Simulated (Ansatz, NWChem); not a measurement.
C3H6F2 (1,3-difluoropropane): from total energies to a heat of formation

C3H6F2: 11 atoms, total charge 0, spin state singlet. As SMILES, `FCCCF`. Geometry: relaxed at PBE0-D4/def2-TZVP. This is one conformer, not always the lowest.

Total energies at B2PLYP/cc-pVDZ, 5 core orbitals frozen (NWChem 7.3.0); the atoms run unrestricted:

```tsv
species	state	energy (Eh)
C3H6F2	singlet	-317.327678
F	doublet	-99.660922
C	triplet	-37.815961
H	doublet	-0.497925
```

Harmonic wavenumbers at PBE/def2-SVP, in cm⁻¹: 100, 138, 249, 354, 519, 769, 871, 914, 1066, 1070, 1090, 1121, 1197, 1225, 1262, 1295, 1372, 1383, 1409, 1440, 1452, 2945, 2948, 2982, 3006, 3010, 3043.

Measured heats of formation of the gaseous atoms at 298.15 K, in kJ/mol: F 79.4, C 716.9, H 218.0. Spin-orbit lowering of the atoms at 298 K (mean of the ground term's levels less their thermal mean, from spectra), in kJ/mol: F 1.29, C 0.02. Take 1 Eh = 2625.50 kJ/mol, 1 cm⁻¹ = 0.0119627 kJ/mol, RT = 2.479 kJ/mol.

Q: What heat of formation follows?

A: 
1. Electronic atomisation energy: 2 × (-99.660922) + 3 × (-37.815961) + 6 × (-0.497925) − (-317.327678) = 1.570401 Eh = 4123.1 kJ/mol.
2. Zero-point energy: half the sum of the wavenumbers, 19115 cm⁻¹ = 228.7 kJ/mol.
3. Thermal vibrational enthalpy, Σ hcν̃/(exp(hcν̃/kT) − 1): 7.5 kJ/mol. Translation, rotation and pV of a non-linear molecule: 4 RT = 9.9 kJ/mol.
4. The 11 free atoms carry 5/2 RT each: 68.2 kJ/mol.
5. Spin-orbit coupling lowers the free atoms by 2 × 1.29 + 3 × 0.02 = 2.6 kJ/mol.
6. Atomisation enthalpy at 298 K: 4123.1 − 2.6 − 228.7 − 7.5 − 9.9 + 68.2 = 3942.6 kJ/mol.
7. Sum of the atoms' heats of formation: 3617.5 kJ/mol. Heat of formation: 3617.5 − 3942.6 = -325.1 kJ/mol.

No measured value is set beside it here. A double-zeta basis underbinds. Anharmonicity and any spin-orbit splitting of the molecule are left out, and so is core correlation.
